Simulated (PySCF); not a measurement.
# H₂O: fields on a plane

All numbers come from PBE0/[O def2-TZVP, H def2-TZVP], no relativity, density fitting, PySCF.

The singlet minimum has O–H 0.959 Å (×2); H–O–H 105.0°.

The plane holds O1 at (0.00, 0.00), H2 at (0.96, 0.00), H3 at (-0.25, 0.93) Å. Columns run from x = -2.25 to 3.15 Å, rows from y = 3.15 (top) to -1.95 Å, in steps of 0.3 Å. Other isomers or separated fragments may lie lower.

Problem. Give the electrostatic potential (V) (cut at 20 V). Lower edges of the bins (V): '_' -2.24, '.' -2.11, ':' -1.90, '-' -1.57, '=' -1.05, '+' -0.22, '*' 1.10, '#' 3.18, '%' 6.48, '@' 11.71; top 20.0, each point printed twice.

Solution. 
```
++++++++++++++++++++++++++++++++++++++
++++++++++++++++++++++++++++++++++++++
++++++++++++++**++++++++++++++++++++++
++++++++************++++++++++++++++++
++++++++****************++++++++++++++
++++++****########********++++++++++++
++++++****##@@@@%%##********++++++++++
++++++****%%@@@@@@##**********++++++++
++++++++**%%@@@@@@%%######******++++++
====++++**##@@@@@@@@%%%%%%##****++++++
========++##@@@@@@@@@@@@@@##******++++
======--==##@@@@@@@@@@@@@@##******++++
====----::++%%@@@@@@%%%%%%##****++++++
====--::..::++######**##******++++++++
====--::..__..--==++++++****++++++++++
====----::....::--==++++++++++++++++++
======------------====++++++++++++++++
========--------======++++++++++++++++
```

Problem. Give the electron localisation function (set to 0 where the density is under 0.005 e/Å³). Every second row and column.

Solution. 
```
0.00 0.00 0.00 0.00 0.00 0.00 0.00 0.00 0.00 0.00
0.00 0.00 0.00 0.00 0.00 0.00 0.00 0.00 0.00 0.00
0.00 0.00 0.00 0.71 0.57 0.00 0.00 0.00 0.00 0.00
0.00 0.00 0.55 0.95 0.86 0.14 0.03 0.00 0.00 0.00
0.00 0.01 0.38 0.96 0.86 0.43 0.57 0.37 0.00 0.00
0.00 0.02 0.38 0.72 0.09 0.96 0.96 0.74 0.00 0.00
0.00 0.07 0.60 0.90 0.77 0.80 0.85 0.58 0.00 0.00
0.00 0.00 0.40 0.69 0.52 0.15 0.12 0.00 0.00 0.00
0.00 0.00 0.00 0.14 0.07 0.00 0.00 0.00 0.00 0.00
```
